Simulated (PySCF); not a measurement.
C3H4F2S.
InChI=1S/C3H4F2S/c1-2(6)3(4)5/h3H,1H3

A linear-response calculation (PySCF, def2-SVPD basis, gas phase, vertical, core orbitals frozen in the response) gave these numbers; the functional is withheld.

Orbital energies (eV): HOMO-3 -12.52, HOMO-2 -11.81, HOMO-1 -10.34, HOMO -8.46, LUMO -1.68, LUMO+1 1.12, LUMO+2 1.75.

```
state  E (eV)       f  main configurations (H = HOMO, L = LUMO)
   S1    2.45  0.0000                                 H→L (99%)
   S2    5.92   0.275                               H-1→L (94%)
   S3    6.18  0.0002                               H-2→L (91%)
   S4    6.68   0.098                  H→L+1 (83%), H→L+5 (11%)
   S5    6.81  0.0004                               H-3→L (85%)
   S6    6.99  0.0094                               H→L+2 (89%)
```

Triplets (Tamm–Dancoff): T1 1.95 eV, H→L (99%); T2 3.17 eV, H-1→L (96%); T3 5.54 eV, H-2→L (63%), H-3→L (30%); T4 6.31 eV, H-3→L (54%), H-2→L (33%), H-5→L (8%).

Vertical ionisation energy by ΔSCF with the same functional: 9.40 eV. Mean static polarisability: 59.9 au.

Question: Name the functional.
A. CAM-B3LYP
B. PBE
C. HF
D. B3LYP

Answer: A. CAM-B3LYP is range-separated, 19% exact exchange at short range and 65% at long range (ω = 0.33 bohr⁻¹). In this run −ε(HOMO) = 8.46 eV differs from the ΔSCF value by -0.94 eV, and S1 differs from the orbital gap of 6.79 eV by -4.34 eV. The ratio −ε(HOMO)/IP is 0.90. Usual ranges for neutral molecules in this basis: 0.85 to 0.93 with CAM-B3LYP, 0.5 to 0.7 with PBE, 0.67 to 0.83 with B3LYP; Hartree–Fock can't fall below 1, since the ion's relaxation only lowers the ΔSCF value.

Theory: TDDFT CAM-B3LYP/def2-SVPD, vertical, gas phase, core orbitals frozen in the response in PySCF 2.14.0, density-fitted response routines. Isolated species at its PBE0-D3(BJ)/def2-SVP geometry (one conformer only).

Shape of the structure used: `[CH3:1][C:2](=[S:3])[CH:4]([F:5])[F:6]`: C1–C2–C4–F5 -58°.
